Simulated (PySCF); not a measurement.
**Si2−: a composite coupled-cluster curve**

Aim: bond length, wavenumber and bond energy of Si2− near the limit of CCSD(T), built from two basis sets and any small corrections listed.

The runs use PySCF 2.14.0; CCSD(T) on ROHF, no relativity in the base curves; scalar relativity is added as a correction.

1 further run of the same task is left out (set aside as unsound or not needed).

## 1. The job

```yaml
molecule: Si2−
state: doublet, unpaired electrons π ↑
smaller_basis: Si aug-cc-pV(D+d)Z
larger_basis: Si aug-cc-pV(T+d)Z
frozen_core_orbitals: 10
extrapolation: correlation as n⁻³ (n = 2, 3), Hartree–Fock as (n+1)·exp(−9√n)
corrections: core–valence correlation, scalar relativity
distances_Å: 1.9325, 2.0204, 2.1082, 2.1961, 2.2839, 2.3937, 2.5035
masses_u: 27.9769, 27.9769
dissociation_limit: Si + Si−
```

Command:

```
OMP_NUM_THREADS=4 python comp.py task.json out
```

## 2. The runs

Q: Predict the outcome of this session. Wanted: for each run, Re; ωe; ωexe; αe; De.

The runs gave:

```tsv
level	Re (Å)	ωe (cm⁻¹)	ωexe (cm⁻¹)	αe (cm⁻¹)	De (eV)
CCSD(T)/aug-cc-pVDZ(-PP)	2.2239	526.3	2.19	0.00139	3.455
CCSD(T)/aug-cc-pVTZ(-PP)	2.2030	539.1	2.11	0.00135	3.832
HF/CBS	2.1553	611.2	1.68	0.00111	1.968
MP2/CBS	2.1955	541.0	2.35	0.00142	3.969
CCSD/CBS	2.1796	568.1	1.93	0.00126	3.691
CCSD(T)/CBS	2.1967	543.6	2.10	0.00135	3.974
CCSD(T)/CBS+CV	2.1898	545.5	2.10	0.00136	3.985
CCSD(T)/CBS+CV+SR	2.1895	544.5	2.10	0.00136	3.975
```

The last step gives Re = 2.1895 Å, ωe = 544.5 cm⁻¹ and De = 3.975 eV; the smaller basis alone is off from it by +34.4 mÅ and -0.52 eV. Near the minimum the mean field binds by 1.95 eV and correlation adds 2.02 eV of binding. T1 is 0.022. Spin–orbit coupling and excitations beyond (T) are left out.
